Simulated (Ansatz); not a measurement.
C2H5FS2 (`CC(F)SS`), relaxed with RKS PBE-D4/def2-SVP in Ansatz 0.2.0 from a rough embedded geometry. The force threshold is 0.03 eV/Å; the program also tests the step.

Total charge 0; spin multiplicity 1.

Start:

```xyz
10

C     0.158   -1.116    0.583
C    -0.385   -0.372   -0.573
F     0.634   -0.075   -1.380
S    -1.224    1.183   -0.205
S     0.204    2.424    0.514
H     0.934   -0.503    1.173
H    -0.623   -1.341    1.336
H     0.668   -2.008    0.316
H    -1.034   -1.053   -1.109
H     0.666    2.861   -0.655
```

Q: By how much does the energy fall, and how many steps does the optimiser take? (Best estimate.)

A: The calculation gave: 9.28 kcal/mol, in 7 steps.

Q: Which bonds change most? (Estimate.)

A: Computed: S4–S5 from 2.024 to 2.087 Å; C2–F3 from 1.334 to 1.385 Å; C1–H8 from 1.062 to 1.108 Å; C1–H6 from 1.151 to 1.108 Å.

Q: Give the relaxed structure. (Best estimate.)

A: The calculation gave: 
```xyz
10

C     0.209   -1.039    0.622
C    -0.379   -0.408   -0.622
F     0.622   -0.226   -1.561
S    -1.287    1.171   -0.336
S     0.125    2.354    0.645
H     0.929   -0.341    1.093
H    -0.587   -1.280    1.352
H     0.743   -1.970    0.347
H    -1.176   -1.045   -1.074
H     0.801    2.784   -0.466
```
